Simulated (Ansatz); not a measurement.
# BH₄O (doublet): from Hartree-Fock to the top rungs at distance B1–H4 along a hydrogen transfer = 1.286 Å, cc-pVDZ

The task here is to estimate one member of a computed series from the others.

Method: cc-pVDZ, core rule «outside noble gas», up to 2 orbitals frozen; program: Ansatz 0.2.0, Gaussian basis.

To be run: UHF; CCSD(T) on ROHF; CCSD(T) on UHF; BCCD(T) on ROHF; CISD; CCSDT(Q) on ROHF; CCSDT(Q) on UHF; CASSCF and MRCISD+Q, 3 electrons in 3 orbitals; CASSCF and NEVPT2, 3 electrons in 3 orbitals.

11 further runs of the same task are left out: 4 for a mislabelled method, 6 that didn't finish, 1 set aside as unsound or not needed.

## The system

The geometry derives from fragments relaxed apart (PBE0/def2-TZVP) and kept rigid, so it is no stationary point. A hydrogen atom is moved between rigid fragments.

6 atoms, charge 0, spin multiplicity 2.

Atoms are counted from 1 here; the program's logs count them from 0.

Bond lengths: B1–H2 1.193 Å, B1–H3 1.193 Å, B1–H4 1.286 Å, O5–H6 0.973 Å. Angles: H2–B1–H3 120.0°, H2–B1–H4 120.0°, H3–B1–H4 120.0°.

The first run:

in.yaml reads:

```yaml
crystal:
  periodic: [false, false, false]
  atoms:
    - {symbol: B, position_ang: [-1.572909, 0.030718, 0.000000]}
    - {symbol: H, position_ang: [-2.169642, 1.064290, 0.000000]}
    - {symbol: H, position_ang: [-2.169643, -1.002853, 0.000000]}
    - {symbol: H, position_ang: [-0.286909, 0.030718, 0.000000]}
    - {symbol: O, position_ang: [1.259091, 0.030718, 0.000000]}
    - {symbol: H, position_ang: [1.510950, -0.909232, 0.000000]}
basis:
  gaussian: {orbitals: cc-pVDZ}
magnetization: {spin_polarized: true, initial_magnetization: 1}
hamiltonian: {xc: hf}
output: {orbitals: {seedname: orbitals}}
```

Run with:

```
> ansatz run in.yaml --threads 1 --pin off --events-out ev --progress --plain --max-ram 2393MiB
```

Steps of the session up to this table: UHF; CCSD(T) on ROHF; CCSD(T) on UHF; BCCD(T) on ROHF; CISD; CCSDT(Q) on ROHF; CCSDT(Q) on UHF; CASSCF and MRCISD+Q, 3 electrons in 3 orbitals; CASSCF and NEVPT2, 3 electrons in 3 orbitals.

One table of the session follows, with a row left open; its other results are not shown here.

It belongs to the step «Misses and costs». 

| method | from UCCSDT(Q) (meV) |
| --- | --- |
| ROHF | +8271.3 |
| UHF | +8115.3 |
| RMP2 | +1234.8 |
| UMP2 | +1228.1 |
| CISD | +791.4 |
| RCCSD | +162.8 |
| UCCSD | +160.2 |
| RCCSD(T) | +32.7 |
| UCCSD(T) | ? |
| BCCD(T) | +32.8 |
| RCCSDT | +11.3 |
| UCCSDT | +10.7 |
| RCCSDT(Q) | +0.7 |
| UCCSDT(Q) | 0 |
| CASSCF pair | +7639.9 |
| NEVPT2 pair | +1180.0 |
| MRCISD pair | +697.7 |
| MRCISD+Q pair | +69.6 |

**Question.** Estimate the row for UCCSD(T).

The run gave: from UCCSDT(Q) (meV): +32.5. In the column «from UCCSDT(Q) (meV)» it lies between RCCSDT (+11.3) and RCCSD(T) (+32.7).

To keep in mind: Restricted and unrestricted rows rest on different reference determinants; where their highest levels disagree by more than a few hundredths of an eV, they describe different states and don't form one ladder.
